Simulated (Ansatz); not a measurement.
# CH5B: the cost of one run

Program: Ansatz 0.2.0. Level of theory: RKS PBE0-D4/def2-SVP. These are calculated values, not measurements.

## Step 1: Starting point

Bond lengths: B1–C2 1.800 Å, C2–H3 1.110 Å, C2–H4 1.110 Å, C2–H5 1.110 Å, B1–H7 1.190 Å. Angles: B1–C2–H3 74.9°, B1–C2–H4 132.6°, B1–C2–H5 113.1°, H3–C2–H4 109.4°, H3–C2–H5 109.4°, H4–C2–H5 109.4°, C2–B1–H7 156.1°.

Structure file:

```xyz
7

B     0.0000    0.0000    0.0000
C     1.0599    0.0000    1.4549
H     0.0603   -0.3092    1.8254
H     1.8275   -0.7111    1.8254
H     1.2919    1.0203    1.8254
H     1.3894    0.0000   -0.0408
H    -1.0305    0.0000   -0.5950
```

## Step 2: A restrained relaxation towards end A

Springs on the bonds that form and break draw the guess towards this end; the thresholds are loose.

The input, input.yaml:

```yaml
crystal:
  periodic: [false, false, false]
  atoms:
    - { symbol: B, position_ang: [0.0, 0.0, 0.0] }
    - { symbol: C, position_ang: [1.0599, 0.0, 1.4549] }
    - { symbol: H, position_ang: [0.0603, -0.3092, 1.8254] }
    - { symbol: H, position_ang: [1.8275, -0.7111, 1.8254] }
    - { symbol: H, position_ang: [1.2919, 1.0203, 1.8254] }
    - { symbol: H, position_ang: [1.3894, 0.0, -0.0408] }
    - { symbol: H, position_ang: [-1.0305, 0.0, -0.595] }
basis:
  gaussian: { orbitals: def2-SVP }
hamiltonian:
  xc: pbe0
  dispersion: d4
relax:
  f_tol: 0.15
  max_steps: 25
  restrain:
    - { distance: [1, 5], at: 2.31, k: 30.0 }
    - { distance: [0, 1], at: 1.6, k: 30.0 }
    - { distance: [0, 5], at: 1.19, k: 30.0 }
output:
  orbitals: {}
```

The run is started by

```console
> ansatz run input.yaml --threads 1 --pin off --max-ram 2048MiB --backend cpu --events-out ev --progress --plain --runs-dir out
```

Q: Estimate wall time and peak memory on 1 thread of Arm Neoverse V1, shared host.

About 8.3 s, with a peak of 0.11 GiB.
